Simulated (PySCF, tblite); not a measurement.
Breaking a bond: C₂H₆, SMILES CC, singlet. The C1–C5 bond (C1 also carries H, H, H; C5 carries H, H, H) is pulled apart rigidly from the PBE0/def2-TZVP optimised geometry.

UHF/def2-TZVP (PySCF); GFN2-xTB, 300 K electronic temperature (tblite); RKS-TPSSh = restricted TPSSh/def2-TZVP run with PySCF 2.14.0.

Energies are in kcal/mol, each relative to the lowest point of its own curve near equilibrium.

| R / Å | UHF | GFN2-xTB | RKS-TPSSh |
|---|---|---|---|
| 1.22 | 55.8 | 54.5 | 53.1 |
| 1.29 | 28.8 | 27.7 | 27.5 |
| 1.38 | 9.1 | 8.5 | 8.9 |
| 1.44 | 2.7 | 2.4 | 2.8 |
| 1.48 | 0.7 | 0.5 | 0.7 |
| 1.52 | 0.0 | 0.0 | 0.0 |
| 1.56 | 0.5 | 0.7 | 0.3 |
| 1.61 | 2.4 | … | … |
| 1.68 | 6.9 | 7.8 | … |
| 1.76 | 13.9 | 15.5 | 11.9 |
| 1.89 | 27.7 | 30.4 | 24.0 |
| 2.07 | 48.7 | 52.7 | 42.0 |
| 2.28 | 67.4 | … | 62.3 |
| 2.48 | 75.8 | 97.2 | 79.4 |
| 2.75 | 80.8 | 117.4 | … |
| 3.02 | … | 130.7 | 113.7 |
| 3.31 | 83.5 | 139.2 | 126.0 |
| 3.76 | 83.9 | 145.1 | 138.9 |
| 4.12 | 83.9 | 146.2 | 145.4 |
| 4.61 | 83.9 | 146.5 | 150.9 |

Question: Some entries are withheld; supply them.

Answer: 
- 1.61, GFN2-xTB: 2.9
- 1.61, RKS-TPSSh: 1.9
- 1.68, RKS-TPSSh: 5.8
- 2.28, GFN2-xTB: 77.4
- 2.75, RKS-TPSSh: 98.7
- 3.02, UHF: 82.7

The unrestricted determinant behind UHF is spin-contaminated at 2.28 to 4.61 Å (<S²> up to 1.0, against 0.00 for a pure singlet). The restricted form behind RKS-TPSSh keeps the bonding electrons paired and can't separate into open-shell fragments.
